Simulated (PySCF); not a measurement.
**AlO (oxoaluminum) at UCAM-B3LYP/def2-TZVPPD**

Aim: the vertical ionisation energy of AlO (oxoaluminum) at UCAM-B3LYP/def2-TZVPPD, from 2 runs. 

The results are computed with PySCF 2.14.0.

2 further runs of the same task are left out: 2 set aside as unsound or not needed.

### Step 1. Starting point

The species is AlO (2 atoms), meant as a doublet with charge 0. SMILES: `[O]=[Al]`. The shape comes from GFN2-xTB, which is rough for such elements, and wasn't checked as a minimum.

Bond lengths: O1–Al2 1.570 Å.

### Step 2. A single-point energy at UCAM-B3LYP/def2-TZVPPD

Contents of calc.py:

```python
# oxoaluminum
from pyscf import gto, dft

molecule = gto.M(
    atom='''
O      0.000000     0.000000     0.000000
Al     0.000000     0.000000     2.966965
''',
    max_memory=1860,
    spin=1,
    basis='def2-tzvppd',
    verbose=4,
    unit='bohr',
)

mf = dft.UKS(molecule, xc='cam-b3lyp')
mf.conv_tol = 1e-10
mf.grids.level = 5
mf.kernel()
if not mf.converged:
    mf = mf.newton().run(mf.mo_coeff, mf.mo_occ)

e_final = mf.e_tot
print(f'total energy: {e_final:.8f} hartree')
```

Command:

```console
OMP_NUM_THREADS=1 python calc.py
```

The program printed:

```text
PySCF version 2.14.0

[INPUT] num. atoms = 2
[INPUT] num. electrons = 21
[INPUT] charge = 0
[INPUT] spin (= nelec alpha-beta = 2S) = 1
[INPUT] symmetry False subgroup None
[INPUT] Mole.unit = bohr
[INPUT] Symbol           X                Y                Z      unit          X                Y                Z       unit  Magmom
[INPUT]  1 O      0.000000000000   0.000000000000   0.000000000000 AA    0.000000000000   0.000000000000   0.000000000000 Bohr   0.0
[INPUT]  2 Al     0.000000000000   0.000000000000   1.570050263597 AA    0.000000000000   0.000000000000   2.966965000000 Bohr   0.0

nuclear repulsion = 35.0526548172965
number of shells = 30
number of NR pGTOs = 124
number of NR cGTOs = 88
basis = def2-tzvppd
ecp = {}

******** <class 'pyscf.dft.uks.UKS'> ********
method = UKS
initial guess = minao
damping factor = 0
level_shift factor = 0
DIIS = <class 'pyscf.scf.diis.CDIIS'>
diis_start_cycle = 1
diis_space = 8
diis_damp = 0
SCF conv_tol = 1e-10
SCF conv_tol_grad = None
SCF max_cycles = 50
direct_scf = True
direct_scf_tol = 1e-13
number electrons alpha = 11  beta = 10
XC library pyscf.dft.libxc version 7.0.0
    S. Lehtola, C. Steigemann, M. J.T. Oliveira, and M. A.L. Marques.,  SoftwareX 7, 1–5 (2018)
XC functionals = cam-b3lyp
    T. Yanai, D. P. Tew, and N. C. Handy.,  Chem. Phys. Lett. 393, 51 (2004)
radial grids:
    Treutler-Ahlrichs [JCP 102, 346 (1995); DOI:10.1063/1.469408] (M4) radial grids

becke partition: Becke, JCP 88, 2547 (1988); DOI:10.1063/1.454033
pruning grids: <function nwchem_prune>
grids dens level: 5
symmetrized grids: False
atomic radii adjust function: <function treutler_atomic_radii_adjust>
small_rho_cutoff = 0
Set gradient conv threshold to 1e-05
tot grids = 86032
init E= -317.575281527146
[... the frontier-level lines of each cycle are left out ...]


cycle= 1 E= -317.315689849469  delta_E= 0.26  |g|= 0.827  |ddm|= 1.07
cycle= 2 E= -313.190278393203  delta_E= 4.13  |g|= 2.55  |ddm|= 2.51
cycle= 3 E= -317.617524796966  delta_E= -4.43  |g|= 0.11  |ddm|= 2.32
cycle= 4 E= -317.628467342363  delta_E= -0.0109  |g|= 0.0554  |ddm|= 0.212
cycle= 5 E= -317.629658724933  delta_E= -0.00119  |g|= 0.0392  |ddm|= 0.0577
cycle= 6 E= -317.630441842599  delta_E= -0.000783  |g|= 0.0209  |ddm|= 0.0384
cycle= 7 E= -317.630778335293  delta_E= -0.000336  |g|= 0.00568  |ddm|= 0.031
cycle= 8 E= -317.630835304095  delta_E= -5.7e-05  |g|= 0.00162  |ddm|= 0.0152
cycle= 9 E= -317.630851745901  delta_E= -1.64e-05  |g|= 0.000605  |ddm|= 0.0122
cycle= 10 E= -317.630852820695  delta_E= -1.07e-06  |g|= 0.00017  |ddm|= 0.00372
cycle= 11 E= -317.630852837804  delta_E= -1.71e-08  |g|= 3.44e-05  |ddm|= 0.000288
cycle= 12 E= -317.630852839787  delta_E= -1.98e-09  |g|= 1.3e-05  |ddm|= 0.000105
cycle= 13 E= -317.630852839933  delta_E= -1.46e-10  |g|= 2.8e-06  |ddm|= 2.34e-05
cycle= 14 E= -317.630852839953  delta_E= -1.98e-11  |g|= 1.73e-06  |ddm|= 8.02e-06
Extra cycle  E= -317.630852839953  delta_E= 2.84e-13  |g|= 2.97e-06  |ddm|= 2.73e-06
converged SCF energy = -317.630852839953  <S^2> = 0.76008743  2S+1 = 2.0100621
total energy: -317.63085284 hartree
```

It took 18 s on 1 thread of Arm Neoverse V1, shared host; peak memory 0.41 GiB.

### Step 3. The singlet cation

Contents of geometry.xyz:

```xyz
2
AlO
O      0.000000     0.000000     0.000000
Al     0.000000     0.000000     1.570050
```

Contents of calc.py:

```python
from pyscf import gto, dft

mol = gto.Mole()
mol.atom = 'geometry.xyz'
mol.basis = 'def2-tzvppd'
mol.charge = 1
mol.verbose = 4
mol.max_memory = 1860
mol.build()

mf = dft.RKS(mol, xc='cam-b3lyp')
mf.grids.level = 5
mf.conv_tol = 1e-10
mf.kernel()
if not mf.converged:
    mf = mf.newton().run(mf.mo_coeff, mf.mo_occ)

etot = mf.e_tot
print('E(%s) = %.9f' % ('CAM-B3LYP', etot))
```

Command:

```console
OMP_NUM_THREADS=1 python calc.py
```

The program printed:

```text
PySCF version 2.14.0

[INPUT] num. atoms = 2
[INPUT] num. electrons = 20
[INPUT] charge = 1
[INPUT] spin (= nelec alpha-beta = 2S) = 0
[INPUT] symmetry False subgroup None
[INPUT] Mole.unit = angstrom
[INPUT] Symbol           X                Y                Z      unit          X                Y                Z       unit  Magmom
[INPUT]  1 O      0.000000000000   0.000000000000   0.000000000000 AA    0.000000000000   0.000000000000   0.000000000000 Bohr   0.0
[INPUT]  2 Al     0.000000000000   0.000000000000   1.570050000000 AA    0.000000000000   0.000000000000   2.966964501873 Bohr   0.0

nuclear repulsion = 35.0526607023216
number of shells = 30
number of NR pGTOs = 124
number of NR cGTOs = 88
basis = def2-tzvppd
ecp = {}

******** <class 'pyscf.dft.rks.RKS'> ********
method = RKS
initial guess = minao
damping factor = 0
level_shift factor = 0
DIIS = <class 'pyscf.scf.diis.CDIIS'>
diis_start_cycle = 1
diis_space = 8
diis_damp = 0
SCF conv_tol = 1e-10
SCF conv_tol_grad = None
SCF max_cycles = 50
direct_scf = True
direct_scf_tol = 1e-13
XC library pyscf.dft.libxc version 7.0.0
    S. Lehtola, C. Steigemann, M. J.T. Oliveira, and M. A.L. Marques.,  SoftwareX 7, 1–5 (2018)
XC functionals = cam-b3lyp
    T. Yanai, D. P. Tew, and N. C. Handy.,  Chem. Phys. Lett. 393, 51 (2004)
radial grids:
    Treutler-Ahlrichs [JCP 102, 346 (1995); DOI:10.1063/1.469408] (M4) radial grids

becke partition: Becke, JCP 88, 2547 (1988); DOI:10.1063/1.454033
pruning grids: <function nwchem_prune>
grids dens level: 5
symmetrized grids: False
atomic radii adjust function: <function treutler_atomic_radii_adjust>
small_rho_cutoff = 0
Set gradient conv threshold to 1e-05
Initial guess from minao.
tot grids = 86032
init E= -317.575281752621
  HOMO = -0.478885104349221  LUMO = -0.257365700052944  gap/eV = 6.02785
cycle= 1 E= -316.933980419879  delta_E= 0.641  |g|= 1.12  |ddm|= 1.82
  HOMO = -0.389816682886751  LUMO = -0.294982766400452  gap/eV = 2.58056
cycle= 2 E= -312.310062158186  delta_E= 4.62  |g|= 3.71  |ddm|=  3.2
  HOMO = -0.613345663791014  LUMO = -0.44867905061755  gap/eV = 4.48081
cycle= 3 E= -317.235467427733  delta_E= -4.93  |g|= 0.155  |ddm|= 2.63
  HOMO = -0.604056257351892  LUMO = -0.440804591762394  gap/eV = 4.44230
cycle= 4 E= -317.244197942802  delta_E= -0.00873  |g|= 0.112  |ddm|= 0.355
  HOMO = -0.618341484047445  LUMO = -0.436825836328673  gap/eV = 4.93929
cycle= 5 E= -317.245358900759  delta_E= -0.00116  |g|= 0.0897  |ddm|= 0.0588
  HOMO = -0.623344172723576  LUMO = -0.435041237014566  gap/eV = 5.12398
cycle= 6 E= -317.246361146296  delta_E= -0.001  |g|= 0.061  |ddm|= 0.0244
  HOMO = -0.629669104954344  LUMO = -0.434471111304575  gap/eV = 5.31161
cycle= 7 E= -317.247119680956  delta_E= -0.000759  |g|= 0.0155  |ddm|= 0.026
  HOMO = -0.631295453783174  LUMO = -0.433801244907755  gap/eV = 5.37409
cycle= 8 E= -317.247169342854  delta_E= -4.97e-05  |g|= 0.00172  |ddm|= 0.012
  HOMO = -0.630972765946065  LUMO = -0.433753256461259  gap/eV = 5.36662
cycle= 9 E= -317.247170314166  delta_E= -9.71e-07  |g|= 0.000144  |ddm|= 0.00199
  HOMO = -0.630950585228602  LUMO = -0.433762268015123  gap/eV = 5.36577
cycle= 10 E= -317.247170324475  delta_E= -1.03e-08  |g|= 9e-05  |ddm|= 0.000258
  HOMO = -0.630957232591585  LUMO = -0.433761756554098  gap/eV = 5.36596
cycle= 11 E= -317.247170326386  delta_E= -1.91e-09  |g|= 9.53e-06  |ddm|= 0.00012
  HOMO = -0.630958291840875  LUMO = -0.433762156862784  gap/eV = 5.36598
cycle= 12 E= -317.247170326414  delta_E= -2.86e-11  |g|= 1.04e-06  |ddm|= 2.25e-05
  HOMO = -0.630957923044097  LUMO = -0.433762139609662  gap/eV = 5.36597
Extra cycle  E= -317.247170326414  delta_E= 5.68e-13  |g|= 2.79e-06  |ddm|= 2.84e-06
converged SCF energy = -317.247170326414
E(CAM-B3LYP) = -317.247170326
```

It took 10 s on 1 thread of Arm Neoverse V1, shared host; peak memory 0.4 GiB.

### Step 4. Summary of results

Level: UCAM-B3LYP/def2-TZVPPD.

```
                                          quantity          value
                         doublet AlO: total energy  -317.63085 Eh
                        doublet AlO: dipole moment         4.47 D
   doublet AlO: HOMO energy (highest over α and β)       -9.05 eV
    doublet AlO: LUMO energy (lowest over α and β)       -3.48 eV
                                 doublet AlO: ⟨S²⟩          0.760
                      singlet cation: total energy  -317.24717 Eh
                       singlet cation: HOMO energy      -17.17 eV
                       singlet cation: LUMO energy      -11.80 eV
                     singlet cation: HOMO–LUMO gap        5.37 eV
vertical ionisation energy (to the singlet cation)      10.441 eV
```

In words: Removing an electron at fixed nuclei costs 10.44 eV (241 kcal/mol). Only the singlet of the ionised species was computed; a triplet could lie lower.
